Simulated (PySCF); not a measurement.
Core-level binding energies of `CSSC`

Species: C2H6S2.
Z-matrix (Å and degrees, PBE0-D3(BJ)/def2-TZVP geometry), rows numbered from 1:
```
C 
S   1  1.8046
S   2  2.0269  1  103.48
C   3  1.8054  2  103.35  1    85.94
H   1  1.0922  2  106.15  3   177.35
H   1  1.0892  2  110.58  3    58.80
H   1  1.0898  2  111.29  3   -64.25
H   4  1.0896  3  111.40  2   -68.58
H   4  1.0893  3  110.30  2    54.32
H   4  1.0921  3  106.25  2   172.79
```

Theory: delta-SCF UKS SCAN, pcX-3 on the ionised atom, pcseg-2 elsewhere, spin-free X2C (PySCF). These are vertical core ionisation energies against the vacuum level, from separate self-consistent calculations with and without the core hole.

**Question.** Give the core binding energies atom by atom.

**Answer.** 
```tsv
atom(s)	bonded to	level	binding energy (eV)	count
S2/S3	S and C	S 1s	2477.31	2
C1/C4	S and 3 H	C 1s	291.01	2
```

**Question.** Which photon wavelength matches the C 1s of C1/C4 threshold?

**Answer.** λ = hc/E = 12398.42 eV Å / 291.01 eV = 42.605 Å.

Topologically equivalent atoms share the value of their first member; where this conformer doesn't relate them by symmetry, their own values could differ. Not every level is listed. Isolated species at its PBE0-D3(BJ)/def2-TZVP geometry (one conformer only).

Hardware: an AMD EPYC with 2 threads, no GPU, on a shared host. Cost: 41 s wall, 1.8 min CPU, 1.2 GiB resident at most.
